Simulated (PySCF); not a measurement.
From computed data to an observable: dipole moment from atomic charges

acetonitrile (C₂H₃N), SMILES CC#N. Atoms are numbered in the order given.

```xyz
6

C      0.0000     0.0000    -1.1708
C      0.0000     0.0000     0.2784
N      0.0000     0.0000     1.4273
H      0.8873     0.5123    -1.5456
H      0.0000    -1.0246    -1.5456
H     -0.8873     0.5123    -1.5456
```
Charge 0, spin multiplicity 1.

Coordinates come from a PBE0-D3(BJ)/def2-TZVP optimisation.

Charges (e) from HF/def2-TZVPD run with PySCF:

| atom | IAO | ESP fit |
|---|---|---|
| C1 | -0.406 | -0.548 |
| C2 | 0.166 | 0.488 |
| N3 | -0.278 | -0.530 |
| H4 | 0.173 | 0.197 |
| H5 | 0.173 | 0.196 |
| H6 | 0.173 | 0.197 |

The dipole moment of the full density is 4.23 D.

Task: What dipole moment does each set of point charges give, and which comes closer to that of the density?

Result: 
μ = Σ q r, and 1 e Å = 4.8032 D.
IAO: Σ q r = (0.000, 0.000, -0.677) e Å, |μ| = 3.25 D.
ESP fit: Σ q r = (0.000, 0.001, -0.891) e Å, |μ| = 4.28 D.
ESP fit comes closer in size. Point charges leave out the atoms' own dipoles (lone pairs, polarised bonds); fits to the potential absorb them, partitions of the density don't.
